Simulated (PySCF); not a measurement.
Species: bicyclopropyl, C6H10.
SMILES: `C1(C2CC2)CC1`

Torsions of this conformer, `[CH2:1]1[CH2:2][CH:3]1[CH:4]1[CH2:5][CH2:6]1`: C2–C3–C4–C5 110°.

The closed-shell ground state was solved at several levels (PySCF, density fitting, gas phase, non-relativistic). One conformer (not necessarily the lowest) at the GFN2-xTB geometry, without solvent, vibrations or thermal averaging. The dipole stays under 0.02 D at every level.

```json
{"level": "B3LYP/pcJ-1", "basis functions": "262", "total energy (Eh)": "-234.6126", "HOMO (eV)": "-6.99", "LUMO (eV)": "1.26", "gap (eV)": "8.25"}
{"level": "CAM-B3LYP/def2-SVPD", "basis functions": "200", "total energy (Eh)": "-234.2944", "HOMO (eV)": "-8.61", "LUMO (eV)": "1.67", "gap (eV)": "10.28"}
```

**Question.** Estimate the row for PBE0/pcSseg-1, a basis of 152 functions; the other rows only guide the guess.

**Answer.** Total energy -234.2791 Eh, HOMO -7.24 eV, LUMO 1.57 eV, gap 8.81 eV.

**Question.** Over all these levels, which gives the widest orbital gap and which the narrowest?

**Answer.** CAM-B3LYP/def2-SVPD (range-separated hybrid) has the widest, 10.28 eV, and B3LYP/pcJ-1 (global hybrid, 20 % exact exchange) the narrowest, 8.25 eV. Functional and basis both differ between the two, so the spread mixes both effects.
